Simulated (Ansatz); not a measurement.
# C₂H₃N: up Jacob's ladder to CCSD(T)

The task here is to estimate one member of a computed series from the others.

Program: Ansatz 0.2.0, Gaussian basis. Level of theory: functionals in def2-TZVPP, the program's frozen cores in correlated methods. These are calculated values, not measurements.

Levels to be run: LDA (SPW92), PBE-D4, revPBE-D4, BLYP-D4, r2SCAN-D4, B97M-V, PBE0-D4, B3LYP-D4, r2SCANh-D4, r2SCAN0-D4, HSE06-D4, BHLYP-D4, CAM-B3LYP-D4, LC-ωPBE, ωB97X-V, ωB97M-V, B2PLYP, PBE-QIDH; CCSD(T)/def2-SVP; CCSD(T)/def2-TZVPP; MP2/def2-QZVPP; extrapolation to the limit; RPA on PBE.

1 further run of the same task is left out (it didn't finish).

### Structure used throughout

All runs share one geometry, relaxed beforehand with PBE0-D4 in a triple-zeta def2 set.

SMILES `C1=CN1`, 6 atoms, charge 0, spin multiplicity 1.

Atoms are counted from 1 here; the program's logs count them from 0.

Bond lengths: C1–C2 1.269 Å, C1–N3 1.502 Å, C1–H4 1.074 Å, C2–N3 1.502 Å, C2–H5 1.074 Å, N3–H6 1.024 Å. Angles: C2–C1–N3 65.0°, C2–C1–H4 156.4°, N3–C1–H4 138.0°, C1–C2–N3 65.0°, C1–C2–H5 156.4°, N3–C2–H5 138.0°, C1–N3–C2 50.0°, C1–N3–H6 107.6°, C2–N3–H6 107.6°.

Set-up of the first run:

File in.yaml:

```yaml
crystal:
  periodic: [false, false, false]
  atoms:
    - {symbol: C, position_ang: [-0.689366, -0.204526, -0.194074]}
    - {symbol: C, position_ang: [0.546488, -0.211217, -0.483152]}
    - {symbol: N, position_ang: [0.134801, 0.829499, 0.519051]}
    - {symbol: H, position_ang: [-1.726109, -0.463004, -0.301120]}
    - {symbol: H, position_ang: [1.425521, -0.480022, -1.038266]}
    - {symbol: H, position_ang: [0.350665, 0.465271, 1.451261]}
basis:
  gaussian: {orbitals: def2-TZVPP}
hamiltonian: {xc: lda}
output: {orbitals: {seedname: orbitals}}
```

Launch:

```sh
$ ansatz run in.yaml --threads 2 --pin off --events-out ev --progress --plain --max-ram 4352MiB
```

Among the steps run: LDA; PBE-D4 (GGA); revPBE-D4 (GGA); BLYP-D4 (GGA); r2SCAN-D4 (meta-GGA); B97M-V (meta-GGA); PBE0-D4 (hybrid); B3LYP-D4 (hybrid); r2SCANh-D4 (hybrid); r2SCAN0-D4 (hybrid); HSE06-D4 (hybrid); BHLYP-D4 (hybrid); CAM-B3LYP-D4 (range-separated); LC-ωPBE (range-separated); ωB97X-V (range-separated); ωB97M-V (range-separated); B2PLYP (double hybrid); PBE-QIDH (double hybrid).

One table of the session follows, with a row left open; its other results are not shown here.

It belongs to the step «Frontier levels by functional». 

```
  functional  HOMO (eV)  gap (eV)
 LDA (SPW92)      -4.88      3.35
      PBE-D4      -4.77      3.49
   revPBE-D4      -4.72      3.54
     BLYP-D4      -4.66      3.48
   r2SCAN-D4      -4.96      3.96
      B97M-V      -5.06      4.14
     PBE0-D4      -6.08      5.89
    B3LYP-D4      -5.87      5.39
  r2SCANh-D4      -5.46      4.85
  r2SCAN0-D4      -6.21      6.18
    HSE06-D4      -5.68      5.09
    BHLYP-D4      -7.28      8.18
CAM-B3LYP-D4      -7.49      8.44
     LC-ωPBE          ?         ?
     ωB97X-V      -8.50     10.61
     ωB97M-V      -8.42     10.39
```

Q: Estimate the row for LC-ωPBE from the others.

**Answer.** HOMO (eV): -8.88; gap (eV): 11.09. In the column «HOMO (eV)» it is the lowest.
